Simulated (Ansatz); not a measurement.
System: C2H2N (charge 0, doublet). SMILES: [CH2]C#N
Geometry: optimised at B3LYP-D3(BJ)/def2-TZVP (Ansatz, a quantum-chemistry and plane-wave program).

Property: size of the dipole moment, in D. Conventions: non-relativistic; no dispersion term unless named; open shells spin-unrestricted; no spin-orbit coupling; 6-311+G** with 5d; LANL2DZ all-electron up to Ne; six Cartesian d functions in 6-31G* and its kin unless marked 5d. Ab initio and DFT rows: single points at B3LYP-D3(BJ) geometries (Ansatz).

```csv
level,program,size of the dipole moment (D)
PBE/STO-3G,Ansatz,2.64
PBE/3-21G,Ansatz,3.10
PBE/LANL2DZ,Ansatz,3.41
PBE/6-31G*,Ansatz,3.25
PBE/def2-SVP,Ansatz,3.17
PBE/6-311+G**,Ansatz,3.44
```

No value to compare with is used here. The 6 habitual levels span 2.64 (PBE/STO-3G) to 3.44 D (PBE/6-311+G**).

The sets are all those run for this method; runs whose electronic state is in doubt are left out.
